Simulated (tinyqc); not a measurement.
Inside a calculation. Method: extended Hueckel theory, for LiH. One step of it, computed by the program tinyqc.

Task: Wolfsberg-Helmholz matrix. H_ij = K' S_ij (H_ii + H_jj)/2 for i != j (the diagonal keeps H_ii), with K' = K + D^2 + D^4 (1 - K), D = (H_ii - H_jj)/(H_ii + H_jj), K = 1.5.

overlap S, lower triangle:
```
           1Li 2s   1Li 2px   1Li 2py   1Li 2pz     2H 1s
1Li 2s   1.000000
1Li 2px  0.000000  1.000000
1Li 2py  0.000000  0.000000  1.000000
1Li 2pz  0.000000  0.000000  0.000000  1.000000
2H 1s    0.376455  0.000000  0.000000  0.489632  1.000000
```

diagonal H_ii (eV): 1Li 2s -5.400000, 1Li 2px -3.500000, 1Li 2py -3.500000, 1Li 2pz -3.500000, 2H 1s -13.600000

K = 1.500000

Give: H.

Result:

H (eV), lower triangle:
```
         1Li 2s  1Li 2px  1Li 2py  1Li 2pz    2H 1s
1Li 2s   -5.400
1Li 2px   0.000   -3.500
1Li 2py   0.000    0.000   -3.500
1Li 2pz   0.000    0.000    0.000   -3.500
2H 1s    -5.969    0.000    0.000   -7.485  -13.600
```
